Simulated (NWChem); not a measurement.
System: ammonia (NH$_{3}$); SMILES N

Results from NWChem. Pople sets run with spherical d functions. STO-3G and 3-21G are far too small for this property and stand as cheap habits. Coordinates come from a PBE0/def2-SVP optimisation. B3LYP is NWChem's, with the RPA form of VWN correlation. Field at 589 nm.

Task: Order these by “isotropic polarisability (bohr³)”, lowest first: B3LYP/def2-SVP; B3LYP/def2-SVPD; B3LYP/STO-3G.

Result: B3LYP/STO-3G (4.0), B3LYP/def2-SVP (8.8), B3LYP/def2-SVPD (14.0)
